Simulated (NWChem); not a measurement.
CHO, doublet; SMILES [CH]=O

Program: NWChem. Spin-unrestricted. In the optimisation the excess spin sits in a' (Cs, its own frame). No stability test was run on the SCF state. Each level has its own optimisation; frequencies are unscaled.

```json
[
 {"level": "BLYP/def2-SVP", "r C–O (Å)": "1.188", "r C–H (Å)": "1.151", "highest harmonic frequency (cm⁻¹)": "(withheld)", "lowest (cm⁻¹)": "1077", "zero-point energy (kcal/mol)": "7.8"},
 {"level": "CAM-B3LYP/def2-SVP", "r C–O (Å)": "1.171", "r C–H (Å)": "1.135", "highest harmonic frequency (cm⁻¹)": "2691", "lowest (cm⁻¹)": "1133", "zero-point energy (kcal/mol)": "8.3"},
 {"level": "LDA (Slater exchange, VWN5)/def2-SVP", "r C–O (Å)": "1.177", "r C–H (Å)": "1.151", "highest harmonic frequency (cm⁻¹)": "2563", "lowest (cm⁻¹)": "1064", "zero-point energy (kcal/mol)": "8.0"},
 {"level": "PBE0/def2-TZVP", "r C–O (Å)": "1.169", "r C–H (Å)": "1.125", "highest harmonic frequency (cm⁻¹)": "2681", "lowest (cm⁻¹)": "1112", "zero-point energy (kcal/mol)": "8.2"},
 {"level": "PBE-D3(BJ)/def2-SVP", "r C–O (Å)": "1.186", "r C–H (Å)": "1.149", "highest harmonic frequency (cm⁻¹)": "2553", "lowest (cm⁻¹)": "1076", "zero-point energy (kcal/mol)": "7.9"}
]
```

Task: What belongs in the gaps?

Result: 
- BLYP/def2-SVP, highest harmonic frequency (cm⁻¹): 2507
